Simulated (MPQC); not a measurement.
# BH3 (SMILES B): a first try and a second

Aim: a single-point energy of BH3 at MP2/DZP + Diffuse (Dunning).

The calculation is run with MPQC 2.3.1.

6 further runs of the same task are left out: 6 set aside as unsound or not needed.

### Step 1. The system as given

BH3: 4 atoms, total charge 0, spin state singlet. As SMILES, `B`. The shape is that of a PBE0-D4/def2-TZVP optimisation.

Bond lengths: B1–H2 1.193 Å, B1–H3 1.193 Å, B1–H4 1.193 Å. Angles: H2–B1–H3 120.0°, H2–B1–H4 120.0°, H3–B1–H4 120.0°.

### Step 2. Try one

The input, job.in:

```
% emacs should use -*- KeyVal -*- mode
molecule<Molecule>: (
   symmetry = auto
   unit = bohr
   { atoms geometry } = {
      B  [ 0.02626719 -0.02853486 -0.00963760 ]
      H  [ 1.85608900 0.72130846 1.07487622 ]
      H  [ -0.52194236 -2.21438107 0.08125822 ]
      H  [ -1.25553404 1.40765699 -1.18466931 ]
   }
)
basis<GaussianBasisSet>: (
   name = "DZP + Diffuse (Dunning)"
   molecule = $:molecule
)
mpqc: (
   checkpoint = no
   savestate = no
   restart = no
   do_energy = yes
   do_gradient = no
   optimize = no
   mole<MBPT2>: (
      molecule = $:molecule
      basis = $:basis
      memory = 1000000000
      method = mp
      nfzc = 0
      reference<DFT>: (
         molecule = $:molecule
         basis = $:basis
         total_charge = 0
         memory = 1000000000
         print_evals = yes
         maxiter = 51
         guess_wavefunction<CLHF>: (
            molecule = $:molecule
            total_charge = 0
            memory = 1000000000
            value_accuracy = 1e-3
            basis<GaussianBasisSet>: (
               name = "STO-3G"
               molecule = $:molecule
            )
         )
      )
   )
)
```

Command:

```console
$ mpqc -o job.out job.in
```

Standard output:

```text
MPQC: Massively Parallel Quantum Chemistry
                                   Version 2.3.1

  Using IntegralV3 by default for molecular integrals evaluation

  Molecule: setting point group to c1
ClassDesc::load_class looking for "./classes"
ClassDesc::load_class("DFT"): load failed
Either "DFT" is an invalid class name or the code
for "DFT" was not linked into the executable.
Signal: Segmentation fault (11)
```

It took 0.1 s on 1 thread of Arm Neoverse N1, shared host.

### Step 3. What went wrong

The input was rejected.

The log says `Either "DFT" is an invalid class name or the code`. The cause is that the input text is malformed or holds a word that the program doesn't know.

### Step 4. Second attempt

The input, input.in:

```
% emacs should use -*- KeyVal -*- mode
molecule<Molecule>: (
    symmetry = auto
    unit = bohr
    { atoms geometry } = {
        B  [ 0.02626719 -0.02853486 -0.00963760 ]
        H  [ 1.85608900 0.72130846 1.07487622 ]
        H  [ -0.52194236 -2.21438107 0.08125822 ]
        H  [ -1.25553404 1.40765699 -1.18466931 ]
    }
)
basis<GaussianBasisSet>: (
    name = "DZP + Diffuse (Dunning)"
    molecule = $:molecule
)
mpqc: (
    checkpoint = no
    savestate = no
    restart = no
    do_energy = yes
    do_gradient = no
    optimize = no
    mole<MBPT2>: (
        molecule = $:molecule
        basis = $:basis
        memory = 1000000000
        method = mp
        nfzc = 0
        reference<CLHF>: (
            molecule = $:molecule
            basis = $:basis
            total_charge = 0
            memory = 1000000000
            print_evals = yes
            maxiter = 60
            guess_wavefunction<CLHF>: (
                molecule = $:molecule
                total_charge = 0
                memory = 1000000000
                value_accuracy = 1e-3
                basis<GaussianBasisSet>: (
                    name = "STO-3G"
                    molecule = $:molecule
                )
            )
        )
    )
)
```

Command:

```console
$ mpqc -o input.out input.in
```

Standard output:

```text
MPQC: Massively Parallel Quantum Chemistry
[...]
  LUMO is     5   A =   0.028934
  total scf energy =  -26.3942710594
[...]
  MP2 correlation energy [au]:         -0.104438129621
  MP2 energy [au]:                    -26.498709189054
Value of the MolecularEnergy:  -26.4987091891
[...]
        symmetry = c1
[...]
```

Wall time 0.85 s (1 thread of Arm Neoverse N1, shared host).

### Step 5. Summary of results

Level: MP2/DZP + Diffuse (Dunning).

| quantity | value |
| --- | --- |
| total energy | -26.49871 Eh |
| HOMO energy (Hartree–Fock orbitals) | -13.52 eV |
| LUMO energy (Hartree–Fock orbitals) | 0.79 eV |
| HOMO–LUMO gap (Hartree–Fock orbitals) | 14.31 eV |
| correlation energy | -104.4 mEh |
